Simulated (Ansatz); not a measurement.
**Two structures, one formula**

Two isomers of CH$_{3}$MgO (charge -1), singlet, relaxed at PBE0-D4/def2-TZVPD (vibrations not checked).

A:

```
6
angstrom
C 0.4767 -0.8048 0.4177
Mg -0.5036 0.8533 -0.1524
O -1.3831 2.1492 -1.1777
H -0.0411 -1.5184 1.0764
H -1.7365 2.9603 -0.8177
H 1.5142 -0.7035 0.7706
```

B:

```tsv
atom	x (Å)	y (Å)	z (Å)
C1	-0.5163	-0.0394	-0.1687
O2	0.7715	0.0582	0.2491
Mg3	2.5349	0.1936	0.8286
H4	-0.7654	0.6718	-0.9840
H5	-0.7720	-1.0455	-0.5624
H6	-1.2528	0.1613	0.6374
```

Program: Ansatz 0.2.0. Basis: def2-TZVPPD. Cores are frozen in the correlated methods. The outer core shell of Li, Na, Mg and K is correlated. The def2 sets are not built for correlating such inner shells, so the correlated values are less sure here. B3LYP uses VWN-RPA correlation.

(1) Which structure is lower at CCSD(T), and by how much? (To be estimated.)

No T1 diagnostic of these runs exceeds 0.016. The restricted Hartree–Fock reference is unstable towards an unrestricted one at one or more of these structures.

## Answers

(1) By the calculation: B, by 1.125 eV (electronic energy, against the other). By their contacts, A is CH₃MgO ([CH2][Mg][OH]), total charge -1 and B is CH₃MgO ([CH3][O][Mg]), total charge -1.

All methods give the same order:

| method | E(B) − E(A) (eV) |
| --- | --- |
| PBE-D4 | -1.194 |
| r2SCAN-D4 | -1.159 |
| PBE0-D4 | -1.393 |
| B3LYP-D4 | -1.269 |
| wB97M-V | -1.243 |
| HF | -1.851 |
| MP2 | -0.937 |
| CCSD | -1.248 |
| CCSD(T) | -1.125 |

Labels in which every atom is bracketed show which atoms are joined, not bond orders.
